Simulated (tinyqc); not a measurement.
Worked calculation: Pariser-Parr-Pople SCF with singles CI, for the molecule c1cc[cH-]c1 (SMILES; centres numbered as the heavy atoms are written). One step of it, computed by the program tinyqc.

Question. Singles CI, triplets. Over the 6 single excitations with the smallest orbital gaps: A = (e_a - e_i) delta - (ij|ab), with (pq|rs) = sum c_mp c_mq gamma_mn c_nr c_ns.

orbital energies (eV): -6.029567  -1.726886  -1.726133  10.878746  10.879754

coefficients:
```
         MO1        MO2        MO3        MO4        MO5
1C  0.447151   0.000000   0.632520   0.632435   0.000000
2C  0.447224   0.601496   0.195433  -0.511660  -0.371755
3C  0.447234   0.371755  -0.511630   0.195490   0.601496
4C  0.447234  -0.371755  -0.511630   0.195490  -0.601496
5C  0.447224  -0.601496   0.195433  -0.511660   0.371755
```

repulsion gamma_rs (eV), lower triangle:
```
           1C         2C         3C         4C         5C
1C  12.260000
2C   7.878521  12.260000
3C   5.644004   7.880843  12.260000
4C   5.644004   5.643253   7.879722  12.260000
5C   7.878521   5.641821   5.643253   7.880843  12.260000
```

Give: triplet CI matrix; triplet excitation energies.

Answer.

triplet CI matrix (eV), lower triangle:
```
         3>4      2>4     3>5      2>5     1>4     1>5
3>4   4.7434
2>4   0.0000   4.7449
3>5   0.0000   0.0000  4.7447
2>5   0.0000   0.0000  0.0000   4.7452
1>4  -1.1305   0.0000  0.0000  -1.1316  9.0475
1>5   0.0000  -1.1316  1.1311   0.0000  0.0000  9.0478
```

triplet excitation energies (eV): 4.2149  4.2151  4.7443  4.7448  9.5769  9.5775
